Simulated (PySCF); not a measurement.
Consider `CF` (CH3F). Atom numbers as in the mapped SMILES `[CH3:1][F:2]`.

Level of theory: ωB97X-D3(BJ)/ma-def2-TZVP single points in PySCF, grid level 2; every species was optimised with PBE0-D3(BJ)/def2-SVP. ωB97X-D3(BJ) is ωB97X-V with D3(BJ) in place of VV10. Zero-point and thermal terms (298.15 K, 1 bar) come from unscaled PBE0-D3(BJ)/def2-SVP harmonic frequencies, with soft modes damped to free rotors in the entropy.

Q: What are the vertical and the adiabatic ionisation energy for forming the radical cation?

A: 13.12 eV vertical and 12.39 eV adiabatic, the latter with zero-point energy.

Q: Where does the unpaired spin of the relaxed radical cation sit?

A: C1 (methyl carbon) 0.37, F2 (fluorine) 0.28, H (on C1) 0.18, H (on C1) 0.18 (intrinsic atomic orbital populations).

Q: How far is −ε(HOMO) from the vertical value by ΔSCF?

A: −ε(HOMO) = 12.47 eV, which is 0.65 eV below the ΔSCF value.

---

Consider hydrazine, `NN` (H4N2). Numbering: `[NH2:1][NH2:2]`

These are calculated values, CAM-B3LYP-D3(BJ)/ma-def2-TZVP in PySCF (grid level 2) at geometries from PBE0-D3(BJ)/def2-SVP. The prefix ma- adds one diffuse s and one diffuse p function on all atoms but H. Zero-point and thermal terms (298.15 K, 1 bar) come from unscaled PBE0-D3(BJ)/def2-SVP harmonic frequencies, with soft modes damped to free rotors in the entropy.

**Question.** What are the vertical and the adiabatic ionisation energy for forming the radical cation?

**Answer.** 10.06 eV vertical and 7.83 eV adiabatic, the latter with zero-point energy.

**Question.** Where does the unpaired spin of the relaxed radical cation sit?

**Answer.** N2 (amine nitrogen) 0.53, N1 (amine nitrogen) 0.53 (intrinsic atomic orbital populations).

**Question.** How far is −ε(HOMO) from the vertical value by ΔSCF?

**Answer.** −ε(HOMO) = 8.72 eV, which is 1.35 eV below the ΔSCF value.

Differences come from unrounded values, so a last digit can differ from that of the printed terms.

---

Consider aminomethyl anion, `[CH2-]N` ([CH4N]-). Numbering: `[CH2-:1][NH2:2]`

Computed at PBE0-D3(BJ)/ma-def2-TZVP // PBE0-D3(BJ)/ma-def2-SVP with PySCF (density fitting, grid level 2). The prefix ma- adds one diffuse s and one diffuse p function on all atoms but H. Thermal corrections: PBE0-D3(BJ)/ma-def2-SVP frequencies, unscaled, ideal gas at 298.15 K and 1 bar, quasi-RRHO entropy.

(1) What are the vertical and the adiabatic detachment energy for forming the radical?

(2) Where does the unpaired spin of the relaxed radical sit?

(3) How far is −ε(HOMO) from the vertical value by ΔSCF?

## Answers

(1) 0.08 eV vertical and -0.73 eV adiabatic, the latter with zero-point energy.

(2) C1 (anionic carbon) 0.83, N2 (amine nitrogen) 0.22 (intrinsic atomic orbital populations).

(3) −ε(HOMO) = -1.67 eV, which is 1.75 eV below the ΔSCF value.

Caveats: the parent anion holds its electron weakly or not at all, so the values hang on the basis.
